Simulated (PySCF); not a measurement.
**How well do the runs reproduce experiment for dimethylformamide?**

**Measured values to compare with.**

From NIST CCCBDB Release 22 (SRD 101), experimental polarizabilities, for the gas: mean polarisability 7.809 Å³.

The results are set against them at the end.

Dimethylformamide, C₃H₇NO.
SMILES with atom numbers: `[CH3:1][N:2]([CH3:3])[CH:4]=[O:5]` (hydrogens: H6, H7, H8 on C1; H9, H10, H11 on C3; H12 on C4)

Cartesian coordinates in Å at the PBE0-D3(BJ)/def2-TZVP level; atoms count from 1:
```
atom  x, y, z in Å
C1     1.275    0.090    0.474
N2    -0.065    0.135   -0.038
C3    -0.804   -1.098   -0.106
C4    -0.617    1.288   -0.482
O5    -1.728    1.407   -0.947
H6     1.704    1.093    0.467
H7     1.291   -0.285    1.503
H8     1.910   -0.561   -0.136
H9    -1.803   -0.877   -0.478
H10   -0.316   -1.808   -0.780
H11   -0.878   -1.557    0.885
H12    0.076    2.144   -0.373
```

Runs made with PySCF (gas phase, on this PBE0-D3(BJ)/def2-TZVP geometry; no spin–orbit coupling):

```json
{"level": "CAM-B3LYP/aug-cc-pVTZ", "job": "10 singlets by full TDDFT, 4 Tamm–Dancoff triplets, polarisability", "basis functions": "391"}
{"level": "PBE0/aug-cc-pVTZ", "job": "10 singlets by full TDDFT, 4 Tamm–Dancoff triplets, polarisability, dynamic polarisability", "basis functions": "391"}
{"level": "wB97X-D/aug-cc-pVTZ", "job": "10 singlets by full TDDFT, 4 Tamm–Dancoff triplets, polarisability, ΔSCF ions", "basis functions": "391"}
```

## Comparison

**Mean polarisability.** Measured: 7.809 Å³ (NIST CCCBDB Release 22 (SRD 101), experimental polarizabilities).

| level | computed (Å³) | computed − measured (Å³) | % (from the printed values) |
| --- | --- | --- | --- |
| CAM-B3LYP/aug-cc-pVTZ | 7.645 | -0.164 | -2 |
| PBE0/aug-cc-pVTZ | 7.713 | -0.096 | -1 |
| wB97X-D/aug-cc-pVTZ | 7.639 | -0.170 | -2 |

Closest is PBE0/aug-cc-pVTZ (-0.096 Å³), furthest wB97X-D/aug-cc-pVTZ (-0.170 Å³); one molecule doesn't rank methods. All 3 levels lie below the measurement. The computed values are static and purely electronic, with core orbitals frozen in the response (1 au = 0.148185 Å³). The table of measured values doesn't say here whether a value is static or optical, or holds a vibrational part. The measurement averages over conformers, the calculation has one.

The geometry is computed, not the measured one. Where a level misses, the cause wasn't examined.
